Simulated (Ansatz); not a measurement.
# BFHNa: one structure at several levels

The task here is to estimate one member of a computed series from the others.

Program: Ansatz 0.2.0, Gaussian basis. Level of theory: single points in def2-TZVPP. These are calculated values, not measurements.

Cores are frozen in the correlated methods. The outer core shell of Li, Na, Mg and K is correlated.

### Where the work starts

SMILES `F[BH][Na]`, 4 atoms, charge 0, spin multiplicity 1.

Atoms are counted from 1 here; the program's logs count them from 0.

Bond lengths: F1–B2 1.367 Å, B2–Na3 2.366 Å, B2–H4 1.154 Å. Angles: F1–B2–Na3 103.6°, F1–B2–H4 109.1°, Na3–B2–H4 147.1°.

Coordinates:

```xyz
4
BFHNa
F    -0.07680    0.84800   -0.96350
B    -0.27440    0.04430    0.12410
Na    1.81430   -1.03070    0.40930
H    -1.37770    0.11920    0.45260
```

Set-up of the first run:

Input file run/in.yaml:

```yaml
crystal:
  periodic: [false, false, false]
  atoms:
    - {symbol: F, position_ang: [-0.076800, 0.848000, -0.963500]}
    - {symbol: B, position_ang: [-0.274400, 0.044300, 0.124100]}
    - {symbol: Na, position_ang: [1.814300, -1.030700, 0.409300]}
    - {symbol: H, position_ang: [-1.377700, 0.119200, 0.452600]}
basis:
  gaussian: {orbitals: def2-TZVPP}
correlation: {method: ccsd_t}
output: {forces: true}
```

The command line of these runs was not kept.

Among the steps run: CCSD(T)/def2-TZVPP; PBE0-D4/def2-TZVPP; wB97M-V/def2-TZVPP; r2SCAN-D4/def2-TZVPP; PBE-D4/def2-TZVPP; B97M-V/def2-TZVPP; BHLYP-D4/def2-TZVPP.

One table of the session follows, with a row left open; its other results are not shown here.

| method | RMS force component (eV/Å) | angle to CCSD(T) forces (°) | dipole (D) |
| --- | --- | --- | --- |
| CCSD(T) | 0.598 | reference | 5.69 |
| PBE0-D4 | 0.673 | 11.6 | 5.29 |
| wB97M-V | ? | ? | ? |
| r2SCAN-D4 | 0.638 | 6.1 | 5.22 |
| PBE-D4 | 0.666 | 0.9 | 4.60 |
| B97M-V | 0.696 | 17.7 | 4.90 |
| BHLYP-D4 | 0.626 | 21.9 | 5.65 |

Q: Estimate the row for wB97M-V from the others.

The run gave: RMS force component (eV/Å): 0.580; angle to CCSD(T) forces (°): 4.0; dipole (D): 5.66. In the column «RMS force component (eV/Å)» it is the lowest.
